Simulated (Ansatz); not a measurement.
# AlClH2N radical (SMILES [NH2][Al][Cl]): functionals against CCSD(T) at one geometry

The task here is to estimate one member of a computed series from the others.

Method: single points in def2-TZVPP; program: Ansatz 0.2.0, Gaussian basis.

Correlated methods freeze the cores. Orbitals are unrestricted.

**The starting structure**

SMILES `[NH2][Al][Cl]`, 5 atoms, charge 0, spin multiplicity 2.

Atoms are counted from 1 here; the program's logs count them from 0.

Bond lengths: N1–Al2 1.765 Å, N1–H4 1.142 Å, N1–H5 0.961 Å, Al2–Cl3 2.166 Å. Angles: Al2–N1–H4 122.1°, Al2–N1–H5 124.8°, H4–N1–H5 112.6°, N1–Al2–Cl3 138.1°.

As a file:

```xyz
5
AlClH2N
N    -0.6286    0.4679   -0.2895
Al    0.4328   -0.3962    0.8254
Cl    2.2018   -1.6423    0.7289
H    -1.4453    1.1767    0.0767
H    -0.6680    0.3171   -1.2379
```

Set-up of the first run:

The input, run/in.yaml:

```yaml
crystal:
  periodic: [false, false, false]
  atoms:
    - {symbol: N, position_ang: [-0.628600, 0.467900, -0.289500]}
    - {symbol: Al, position_ang: [0.432800, -0.396200, 0.825400]}
    - {symbol: Cl, position_ang: [2.201800, -1.642300, 0.728900]}
    - {symbol: H, position_ang: [-1.445300, 1.176700, 0.076700]}
    - {symbol: H, position_ang: [-0.668000, 0.317100, -1.237900]}
basis:
  gaussian: {orbitals: def2-TZVPP}
magnetization: {spin_polarized: true, initial_magnetization: 1}
correlation: {method: ccsd_t}
scf: {omitted_lower_state_checks: [cluster_reference]}
output: {forces: true}
```

No record of the launch command was kept for these runs.

Among the steps run: CCSD(T)/def2-TZVPP; PBE0-D4/def2-TZVPP; wB97M-V/def2-TZVPP; r2SCAN-D4/def2-TZVPP; PBE-D4/def2-TZVPP; LC-wPBE/def2-TZVPP; revPBE-D4/def2-TZVPP.

One table of the session follows, with a row left open; its other results are not shown here.

```
   method  RMS force component (eV/Å)  angle to CCSD(T) forces (°)  dipole (D)
  CCSD(T)                       1.790                    reference        2.69
  PBE0-D4                       1.811                          2.0        2.74
  wB97M-V                       1.806                          1.9        2.71
r2SCAN-D4                       1.785                          1.5        2.75
   PBE-D4                       1.789                          4.7        2.67
  LC-wPBE                           ?                            ?           ?
revPBE-D4                       1.790                          5.1        2.66
```

**Question.** Estimate the row for LC-wPBE.

The run gave: RMS force component (eV/Å): 1.836; angle to CCSD(T) forces (°): 2.8; dipole (D): 2.84. In the column «RMS force component (eV/Å)» it is the highest.
